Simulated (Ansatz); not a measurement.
# Relative stability

The two ends of one reaction step of CH7OSi, doublet (PBE0-D4/def2-TZVP).

A:

```tsv
atom	x (Å)	y (Å)	z (Å)
H1	1.1666	-0.1372	-1.2903
O2	1.0613	0.0677	-0.3581
C3	0.7639	1.4429	-0.2263
Si4	-1.2149	-1.5356	0.2799
H5	0.6490	1.6424	0.8389
H6	-0.1713	1.7129	-0.7302
H7	1.5732	2.0727	-0.6114
H8	-1.2157	-0.4975	1.3426
H9	-0.0968	-2.4979	0.4466
H10	-2.5152	-2.2702	0.3083
```

B:

H1  (0.572, -2.366, -0.064)
O2  (1.356, 0.562, -0.243)
C3  (0.674, 1.731, -0.321)
Si4  (-0.676, -1.686, 0.354)
H5  (1.277, 2.602, -0.027)
H6  (-0.293, 1.709, 0.201)
H7  (0.444, 1.863, -1.397)
H8  (-0.449, -0.862, 1.568)
H9  (-1.702, -2.717, 0.673)
H10  (-1.203, -0.835, -0.743)
(Å)

Program: Ansatz 0.2.0. Basis: def2-TZVPP. Cores are frozen in the correlated methods; orbitals are unrestricted. B3LYP uses VWN-RPA correlation.

Question: Which structure is lower at CCSD(T), and by how much? (To be estimated.)

Answer: By the calculation: A, by 65.8 kJ/mol (electronic energy, against the other). By their contacts, A is a complex of CH₄O ([CH3][OH]) + SiH₃ and B is a complex of CH₃O ([CH3][O]) + SiH₄.

All methods give the same order:

| method | E(B) − E(A) (kJ/mol) |
| --- | --- |
| SPW92 | 90.9 |
| PBE-D4 | 68.8 |
| BLYP-D4 | 55.8 |
| r2SCAN-D4 | 58.7 |
| B97M-V | 50.1 |
| PBE0-D4 | 64.2 |
| B3LYP-D4 | 54.7 |
| r2SCAN0-D4 | 55.6 |
| BHLYP-D4 | 41.8 |
| CAM-B3LYP-D4 | 56.2 |
| wB97X-V | 50.7 |
| wB97M-V | 55.6 |
| B2PLYP | 62.0 |
| PBE-QIDH | 69.5 |
| RPA on PBE | 56.2 |
| HF | 5.6 |
| MP2 | 96.1 |
| CCSD | 60.7 |
| CCSD(T) | 65.8 |

No T1 diagnostic of these runs exceeds 0.017. ⟨S²⟩ of the unrestricted Hartree–Fock references: 0.75 to 0.76 (a pure state has 0.75).

Labels in which every atom is bracketed show which atoms are joined, not bond orders.

For scale, one of the runs: CCSD(T)/def2-TZVPP, 202 basis functions (an equivalent command: `ansatz run in.yaml --threads 4`). The run took 99 s on 4 CPU threads (shared host), with 6.5 GiB of host memory at its peak.
